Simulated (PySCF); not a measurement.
Species: C5H12N (charge +1).
Structure used (PBE0-D3(BJ)/def2-SVP), in Å, numbered top down from 1:
```xyz
18
C5H12N angstrom
C      2.2310    0.1456   -0.6503
C      1.7022   -0.0505    0.5567
C      0.2744   -0.3476    0.8887
N     -0.6700   -0.1324   -0.2519
C     -1.9454   -0.8724   -0.0638
C     -0.9090    1.3136   -0.5173
H      3.3033    0.3186   -0.7647
H      1.6573    0.1525   -1.5849
H      2.3555   -0.0383    1.4354
H     -0.0842    0.2726    1.7251
H      0.1716   -1.3992    1.2018
H     -0.2087   -0.5249   -1.0827
H     -1.7335   -1.9457    0.0162
H     -2.6022   -0.6819   -0.9215
H     -2.4255   -0.5174    0.8569
H     -1.4854    1.7272    0.3197
H     -1.4785    1.4189   -1.4488
H      0.0545    1.8291   -0.5993
```

Linear response at CAM-B3LYP/def2-SVPD (PySCF, frozen core in the response, non-relativistic). Isolated species at its PBE0-D3(BJ)/def2-SVP geometry (one conformer only).

Static isotropic polarisability: 64.05 au (9.49 Å³), principal values 54.7, 63.7, 73.8 au.

(1) What is the polarisability at 1064 nm and at the sodium D line?

(2) What is the isotropic C6 coefficient between two such ions, C6 = (3/π)∫α(iω)² dω?

(3) Which effective excitation energy ω̄ makes London's formula C6 = (3/4)α²ω̄ exact here?

(4) How anisotropic is the static polarisability, by Δα² = ½[(α1 − α2)² + (α2 − α3)² + (α3 − α1)²]?

(5) What does −C6/R⁶ come to at R = 12 Å between centres?

(6) How many electrons N does the Slater–Kirkwood formula C6 = (3/4)·√N·α^(3/2) need to give this C6?

Results:

(1) 64.47 au at 1064 nm (+0.7 %), 65.45 au at 589.3 nm (+2.2 %). The rise at 589.3 nm is 3.35 times that at 1064 nm; a pure ω² law gives 3.26. The lowest singlet lies at 174 nm, shorter than both wavelengths.

(2) 1892 au (Eh·bohr⁶) by a ten-point quadrature over imaginary frequencies, which is 1130 eV·Å⁶ or 109 J·nm⁶/mol.

(3) ω̄ = 4·C6/(3α²) = 0.615 Eh = 16.7 eV. A one-pole form α(ω) = α/(1 − ω²/ω̄²) fitted to the 1064 nm value gives 14.4 eV. London's choice of the ionisation energy (14.44 eV, ΔSCF at the same level) gives C6 = 1630 au, 14 % too low.

(4) Δα = 16.5 au, or 0.26 of the isotropic value.

(5) -37 J/mol. This is the leading, orientation-averaged term; C8 and higher terms are left out. The Coulomb repulsion of the two net charges at that distance is 116 kJ/mol.

(6) N = (4·C6/3)²/α³ = 24.2; the species has 48 electrons in all.
